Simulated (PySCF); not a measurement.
CH3, SMILES [CH3] (connectivity only; charge and spin as stated), charge +1, multiplicity 1.

Geometry: B3LYP-D3(BJ)/def2-TZVPD. The multiplicity is an assumed one; other spin states were not compared. The isomer is the one that the SMILES or the coordinates give; other isomers of the formula were not compared.

Method: PBE/def2-TZVPD (PySCF).

Symmetry labels are those of the subgroup C2v that the program uses (full group D3h).

Q: List the valence orbital energies around the gap with their symmetry. (An estimate is asked for; the answer gives what the named calculation found.)

A: 
```csv
orbital,symmetry,energy (eV)
HOMO−3,A1,-281.54
HOMO−2,A1,-26.72
HOMO−1,A1,-19.99
HOMO,B1,-19.99
LUMO,B2,-14.49
LUMO+1,A1,-6.09
LUMO+2,B1,-4.47
LUMO+3,A1,-4.47
```
